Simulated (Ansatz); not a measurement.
**SbH$_{2}$⁺, singlet: the ladder up to full CI**

Geometry: a point of a bend scan, not a stationary point.

```yaml
atoms:
  - { symbol: Sb, position_ang: [0.0000, -0.0166, 0.0000] }
  - { symbol: H, position_ang: [0.0000, 1.0009, -1.3725] }
  - { symbol: H, position_ang: [0.0000, 1.0009, 1.3725] }
```

Basis def2-SVP with its core potentials; Ansatz 0.2.0. Only valence electrons are correlated (noble-gas cores and the filled d shells of p-block atoms frozen), which leaves 6 electrons in 27 orbitals. R marks a restricted (for open shells ROHF) determinant, U an unrestricted one. Active spaces: pair = (2e, 2o) about the gap; valence = (6e, 6o) chosen from the atoms' valence shells. No spin–orbit coupling is included; scalar relativity enters through the core potentials alone.

Full CI is exact within this basis and frozen core; it isn't the basis-set limit. The frozen core follows each run's orbitals, which can shift R against U totals by a few meV for light atoms and by up to 0.1 eV past Ca.

* UHF ⟨S²⟩: 0.334
* T1 diagnostic (RCCSD): 0.0133
* largest doubles amplitude (RCCSD): 0.090

```json
{"level": "RMP2", "E − E(RHF) (eV)": "-2.1254"}
{"level": "RCCSD", "E − E(RHF) (eV)": "-2.8155"}
{"level": "RCCSD(T)", "E − E(RHF) (eV)": "-2.8666"}
```

(1) Estimate how far full CI in def2-SVP lies from RCCSD(T). The table doesn't fix it; the size of (T) and the diagnostics are the guide.

(1) Full CI in def2-SVP lies 16 meV below RCCSD(T), which is 31 % of the (T) step (-51 meV). RHF is unstable towards spin polarisation, and the rest is a large part of (T).

The other levels:

| level | E − E(full CI) (meV) | share of correlation (%) | wall time |
| --- | --- | --- | --- |
| CISD | 181 | 93.71 | 2.4 s |
| BCCD(T) | 16 | 99.45 | 2.5 s |
| RCCSDT | 3 | 99.91 | – |
| RCCSDT(Q) | 1 | 99.98 | 5.5 s |
| RCCSDTQ | 0 | 100.00 | 22 s |
| CASSCF (pair space) | 2407 | 16.51 | – |
| NEVPT2 (pair space) | 678 | 76.49 | 4.4 s |
| MRCISD (pair space) | 120 | 95.85 | – |
| MRCISD+Q (pair space) | -35 | 101.21 | 5.5 s |
| CASSCF (valence space) | 1441 | 50.00 | – |
| NEVPT2 (valence space) | 414 | 85.63 | 4 s |
| MRCISD (valence space) | 45 | 98.43 | – |
| MRCISD+Q (valence space) | 2 | 99.93 | 4.4 s |
| MRCISD+Q(relaxed) (valence space) | -21 | 100.72 | 5.5 s |

The correlation energy at full CI, counted from RHF, is -2.883 eV. That run took 19 s on 1 thread of Intel Xeon, shared host over 2,148,761 determinants.

Run but not shown, since their state or frozen core can't be matched to the reference's or they repeat it: UHF.

Times hold each run's SCF and search for its determinant on a shared host, so for small cases they say little of a method's own cost; they ran on 1 thread of Intel Xeon.

Not variational, and here over 5 meV under the exact energy: MRCISD+Q (pair space), MRCISD+Q(relaxed) (valence space).

The full-CI state has the irrep A1 of C2v, in the program's axes.

Natural occupations of full CI about the gap: 1.963 1.944 1.910 0.053 0.042 0.039 0.010 0.007 0.006 0.006; effectively unpaired electrons, Σ n²(2−n)², 0.07.
